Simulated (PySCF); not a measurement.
PySCF input (M06-L/def2-TZVPD):

```python
from pyscf import gto, scf, dft

mol = gto.M(
    atom='''
    C    -0.00000000   -0.00000000   -0.59802389
    N     0.00000000    0.00000000    0.53145448
    H    -0.00000000   -0.00000000   -1.67932452
    H     0.00000000    0.00000000    1.54728651
    ''',
    basis='def2-tzvpd',
    charge=1,
    spin=0,
    verbose=4,
)

mf = dft.RKS(mol, xc='m06l').density_fit(auxbasis='def2-universal-jkfit')
mf.grids.level = 4
mf.conv_tol = 1e-9
mf.max_cycle = 100
mf.max_memory = 1500
mf.kernel()
if not mf.converged:
    mf = mf.newton()
    mf.kernel(mf.make_rdm1())
mf.analyze()
```

Output:

```
PySCF version 2.14.0

[INPUT] verbose = 4
[INPUT] num. atoms = 4
[INPUT] num. electrons = 14
[INPUT] charge = 1
[INPUT] spin (= nelec alpha-beta = 2S) = 0
[INPUT] symmetry False subgroup None
[INPUT] Mole.unit = angstrom
[INPUT] Symbol           X                Y                Z      unit          X                Y                Z       unit  Magmom
[INPUT]  1 C      0.000000000000   0.000000000000  -0.598023890000 AA    0.000000000000   0.000000000000  -1.130101368047 Bohr   0.0
[INPUT]  2 N      0.000000000000   0.000000000000   0.531454480000 AA    0.000000000000   0.000000000000   1.004303414873 Bohr   0.0
[INPUT]  3 H      0.000000000000   0.000000000000  -1.679324520000 AA    0.000000000000   0.000000000000  -3.173463417067 Bohr   0.0
[INPUT]  4 H      0.000000000000   0.000000000000   1.547286510000 AA    0.000000000000   0.000000000000   2.923947740134 Bohr   0.0

nuclear repulsion = 29.5800052546565
number of shells = 36
number of NR pGTOs = 126
number of NR cGTOs = 92
basis = def2-tzvpd
ecp = {}

******** <class 'pyscf.df.df_jk.DFRKS'> ********
method = DFRKS
initial guess = minao
damping factor = 0
level_shift factor = 0
DIIS = <class 'pyscf.scf.diis.CDIIS'>
diis_start_cycle = 1
diis_space = 8
diis_damp = 0
SCF conv_tol = 1e-09
SCF conv_tol_grad = None
SCF max_cycles = 100
direct_scf = False
XC library pyscf.dft.libxc version 7.1.2
    S. Lehtola, C. Steigemann, M. J. T. Oliveira, and M. A. L. Marques,  SoftwareX 7, 1–5 (2018)
XC functionals = m06l
    Y. Zhao and D. G. Truhlar,  J. Chem. Phys. 125, 194101 (2006)
    Y. Zhao and D. G. Truhlar,  J. Chem. Phys. 125, 194101 (2006)
    Y. Zhao and D. G. Truhlar,  Theor. Chem. Acc. 120, 215 (2008)
radial grids:
    Treutler-Ahlrichs [JCP 102, 346 (1995); DOI:10.1063/1.469408] (M4) radial grids

becke partition: Becke, JCP 88, 2547 (1988); DOI:10.1063/1.454033
pruning grids: <function nwchem_prune>
grids dens level: 4
symmetrized grids: False
atomic radii adjust function: <function treutler_atomic_radii_adjust>
small_rho_cutoff = 0
Set gradient conv threshold to 3.16228e-05
Initial guess from minao.
tot grids = 87904
init E= -94.2440270974278
  HOMO = -0.421397243610898  LUMO = -0.0667950321915479  gap/eV = 9.64922
cycle= 1 E= -93.7234046159932  delta_E= 0.521  |g|= 0.207  |ddm|= 1.71
  HOMO = -0.673583777413827  LUMO = -0.340534169817387  gap/eV = 9.06274
cycle= 2 E= -93.7204610779291  delta_E= 0.00294  |g|= 0.244  |ddm|= 1.09
  HOMO = -0.685405607576717  LUMO = -0.33609333374021  gap/eV = 9.50527
cycle= 3 E= -93.7256395859803  delta_E= -0.00518  |g|= 0.184  |ddm|= 0.203
  HOMO = -0.678003887569397  LUMO = -0.33276206632571  gap/eV = 9.39451
cycle= 4 E= -93.7327836611078  delta_E= -0.00714  |g|= 0.0114  |ddm|= 0.15
  HOMO = -0.673307215629363  LUMO = -0.328853879938795  gap/eV = 9.37305
cycle= 5 E= -93.7327999788068  delta_E= -1.63e-05  |g|= 0.00638  |ddm|= 0.0646
  HOMO = -0.674872803306385  LUMO = -0.330172240375129  gap/eV = 9.37978
cycle= 6 E= -93.7328096576786  delta_E= -9.68e-06  |g|= 0.000744  |ddm|= 0.00605
  HOMO = -0.674786640681125  LUMO = -0.330070845325838  gap/eV = 9.38019
cycle= 7 E= -93.7328097830815  delta_E= -1.25e-07  |g|= 0.00011  |ddm|= 0.00322
  HOMO = -0.674767411523847  LUMO = -0.330059019467049  gap/eV = 9.37999
cycle= 8 E= -93.7328097859855  delta_E= -2.9e-09  |g|= 2.42e-05  |ddm|= 0.000653
  HOMO = -0.674770471640389  LUMO = -0.330060723089718  gap/eV = 9.38003
cycle= 9 E= -93.732809786128  delta_E= -1.42e-10  |g|= 2.94e-06  |ddm|= 6.76e-05
  HOMO = -0.674770751752534  LUMO = -0.33006128932048  gap/eV = 9.38002
Extra cycle  E= -93.7328097861188  delta_E= 9.19e-12  |g|= 7.06e-06  |ddm|= 6.89e-06
converged SCF energy = -93.7328097861188
**** SCF Summaries ****
Total Energy =                         -93.732809786118793
Nuclear Repulsion Energy =              29.580005254656470
One-electron Energy =                 -179.604930161928053
Two-electron Energy =                   56.292115121152790
Two-electron Coulomb Energy =           69.024028164079567
DFT Exchange-Correlation Energy =      -12.731913042926777
HOMO-LUMO gap [eV] =                     9.380022246985302
**** MO energy ****
MO #1   energy= -14.5482753305138  occ= 2
MO #2   energy= -10.4531433856756  occ= 2
MO #3   energy= -1.23887493385761  occ= 2
MO #4   energy= -0.927837096034324 occ= 2
MO #5   energy= -0.826553506113989 occ= 2
MO #6   energy= -0.674770751752556 occ= 2
MO #7   energy= -0.674770751752534 occ= 2
MO #8   energy= -0.33006128932048  occ= 0
MO #9   energy= -0.330061289320449 occ= 0
MO #10  energy= -0.215745079551994 occ= 0
MO #11  energy= -0.169720932621347 occ= 0
MO #12  energy= -0.143837655144619 occ= 0
MO #13  energy= -0.0709379868048299 occ= 0
MO #14  energy= -0.0709379868048017 occ= 0
MO #15  energy= -0.070591857603196 occ= 0
MO #16  energy= -0.004786183972594 occ= 0
MO #17  energy= -0.0047861839725457 occ= 0
MO #18  energy= 0.000354374411687956 occ= 0
MO #19  energy= 0.000354392787180469 occ= 0
MO #20  energy= 0.0386297105331885 occ= 0
MO #21  energy= 0.0545519760592618 occ= 0
MO #22  energy= 0.0626019269643383 occ= 0
MO #23  energy= 0.0626019269643387 occ= 0
MO #24  energy= 0.0807335031602018 occ= 0
MO #25  energy= 0.180687516338778  occ= 0
MO #26  energy= 0.180687520922415  occ= 0
MO #27  energy= 0.189686023164426  occ= 0
MO #28  energy= 0.226168018707882  occ= 0
MO #29  energy= 0.226168018707922  occ= 0
MO #30  energy= 0.251499454379229  occ= 0
MO #31  energy= 0.317095161807261  occ= 0
MO #32  energy= 0.317095161807308  occ= 0
MO #33  energy= 0.330523624568005  occ= 0
MO #34  energy= 0.426176684139599  occ= 0
MO #35  energy= 0.448318446921419  occ= 0
MO #36  energy= 0.448318446921456  occ= 0
MO #37  energy= 0.499703461706307  occ= 0
MO #38  energy= 0.537361501750642  occ= 0
MO #39  energy= 0.537361616324076  occ= 0
MO #40  energy= 0.596138969669166  occ= 0
MO #41  energy= 0.628752560105024  occ= 0
MO #42  energy= 0.628752560105053  occ= 0
MO #43  energy= 0.662580127185425  occ= 0
MO #44  energy= 0.767412632864765  occ= 0
MO #45  energy= 1.06459562018021   occ= 0
MO #46  energy= 1.06459600940568   occ= 0
MO #47  energy= 1.12334656462244   occ= 0
MO #48  energy= 1.12334656462249   occ= 0
MO #49  energy= 1.31207326551111   occ= 0
MO #50  energy= 1.36259067615243   occ= 0
MO #51  energy= 1.40790640920482   occ= 0
MO #52  energy= 1.40790640920485   occ= 0
MO #53  energy= 1.51352584370001   occ= 0
MO #54  energy= 1.69397757858854   occ= 0
MO #55  energy= 1.6939775785886    occ= 0
MO #56  energy= 1.75905695099186   occ= 0
MO #57  energy= 2.05665650246487   occ= 0
MO #58  energy= 2.05665650246488   occ= 0
MO #59  energy= 2.19021717777643   occ= 0
MO #60  energy= 2.26584190035138   occ= 0
MO #61  energy= 2.2658419003514    occ= 0
MO #62  energy= 2.30167840877519   occ= 0
MO #63  energy= 2.4144686755841    occ= 0
MO #64  energy= 2.41446867558413   occ= 0
MO #65  energy= 2.49637374369137   occ= 0
MO #66  energy= 2.49637678647655   occ= 0
MO #67  energy= 2.5955590135388    occ= 0
MO #68  energy= 2.72450780787451   occ= 0
MO #69  energy= 2.78737260463762   occ= 0
MO #70  energy= 2.7873763448583    occ= 0
MO #71  energy= 2.79918979476055   occ= 0
MO #72  energy= 2.79918979476058   occ= 0
MO #73  energy= 3.1389488832304    occ= 0
MO #74  energy= 3.42690756913069   occ= 0
MO #75  energy= 3.42690756913073   occ= 0
MO #76  energy= 3.69663577473651   occ= 0
MO #77  energy= 3.73076793369126   occ= 0
MO #78  energy= 3.7307679336913    occ= 0
MO #79  energy= 3.79391639860835   occ= 0
MO #80  energy= 4.26576783311447   occ= 0
MO #81  energy= 4.26577088773931   occ= 0
MO #82  energy= 4.41643829399603   occ= 0
MO #83  energy= 4.41643845591623   occ= 0
MO #84  energy= 4.68967086691007   occ= 0
MO #85  energy= 4.68967086691009   occ= 0
MO #86  energy= 4.81354009075768   occ= 0
MO #87  energy= 5.40590850288663   occ= 0
MO #88  energy= 5.40590850288669   occ= 0
MO #89  energy= 5.49992172070089   occ= 0
MO #90  energy= 6.29953616925205   occ= 0
MO #91  energy= 22.307543704911    occ= 0
MO #92  energy= 32.4112822403652   occ= 0
 ** Mulliken pop on meta-lowdin orthogonal AOs  **
 ** Mulliken pop  **
pop of  0 C 1s            1.99992
pop of  0 C 2s            1.01217
pop of  0 C 3s            0.00978
pop of  0 C 4s            0.00234
pop of  0 C 5s            0.00045
pop of  0 C 6s            0.00015
pop of  0 C 2px           0.76153
pop of  0 C 2py           0.76153
pop of  0 C 2pz           1.10294
pop of  0 C 3px           0.00592
pop of  0 C 3py           0.00592
pop of  0 C 3pz           0.01033
pop of  0 C 4px           0.00009
pop of  0 C 4py           0.00009
pop of  0 C 4pz           0.00362
pop of  0 C 3dxy          0.00000
pop of  0 C 3dyz          0.00151
pop of  0 C 3dz^2         0.00385
pop of  0 C 3dxz          0.00151
pop of  0 C 3dx2-y2       0.00000
pop of  0 C 4dxy          0.00000
pop of  0 C 4dyz          0.00072
pop of  0 C 4dz^2         0.00044
pop of  0 C 4dxz          0.00072
pop of  0 C 4dx2-y2       0.00000
pop of  0 C 5dxy          0.00000
pop of  0 C 5dyz          0.00017
pop of  0 C 5dz^2         0.00121
pop of  0 C 5dxz          0.00017
pop of  0 C 5dx2-y2       0.00000
pop of  0 C 4f-3          0.00000
pop of  0 C 4f-2          0.00000
pop of  0 C 4f-1          0.00078
pop of  0 C 4f+0          0.00400
pop of  0 C 4f+1          0.00078
pop of  0 C 4f+2          0.00000
pop of  0 C 4f+3          0.00000
pop of  1 N 1s            1.99994
pop of  1 N 2s            1.20734
pop of  1 N 3s            0.00717
pop of  1 N 4s            0.00179
pop of  1 N 5s            0.00091
pop of  1 N 6s            0.00023
pop of  1 N 2px           1.22127
pop of  1 N 2py           1.22127
pop of  1 N 2pz           1.28723
pop of  1 N 3px           0.00156
pop of  1 N 3py           0.00156
pop of  1 N 3pz           0.00392
pop of  1 N 4px           0.00066
pop of  1 N 4py           0.00066
pop of  1 N 4pz           0.00227
pop of  1 N 3dxy          0.00000
pop of  1 N 3dyz          0.00092
pop of  1 N 3dz^2         0.00722
pop of  1 N 3dxz          0.00092
pop of  1 N 3dx2-y2       0.00000
pop of  1 N 4dxy          0.00000
pop of  1 N 4dyz          0.00049
pop of  1 N 4dz^2         0.00089
pop of  1 N 4dxz          0.00049
pop of  1 N 4dx2-y2       0.00000
pop of  1 N 5dxy          0.00000
pop of  1 N 5dyz          0.00080
pop of  1 N 5dz^2         0.00146
pop of  1 N 5dxz          0.00080
pop of  1 N 5dx2-y2       0.00000
pop of  1 N 4f-3          0.00000
pop of  1 N 4f-2          0.00000
pop of  1 N 4f-1          0.00107
pop of  1 N 4f+0          0.00300
pop of  1 N 4f+1          0.00107
pop of  1 N 4f+2          0.00000
pop of  1 N 4f+3          0.00000
pop of  2 H 1s            0.69347
pop of  2 H 2s            0.01395
pop of  2 H 3s            0.00615
pop of  2 H 2px           0.00030
pop of  2 H 2py           0.00030
pop of  2 H 2pz           0.00117
pop of  2 H 3px           0.00125
pop of  2 H 3py           0.00125
pop of  2 H 3pz           0.00157
pop of  3 H 1s            0.58728
pop of  3 H 2s            0.01179
pop of  3 H 3s            0.00714
pop of  3 H 2px           0.00001
pop of  3 H 2py           0.00001
pop of  3 H 2pz           0.00080
pop of  3 H 3px           0.00098
pop of  3 H 3py           0.00098
pop of  3 H 3pz           0.00209
 ** Mulliken atomic charges  **
charge of    0C =      0.30738
charge of    1N =      0.02311
charge of    2H =      0.28058
charge of    3H =      0.38893

WARN: System has nonzero charge 1; the dipole moment is origin-dependent.
Location of origin: [0. 0. 0.]

Dipole moment(X, Y, Z, Debye): -0.00000,  0.00000, -0.24402
```

It need not be the lowest isomer of its formula.
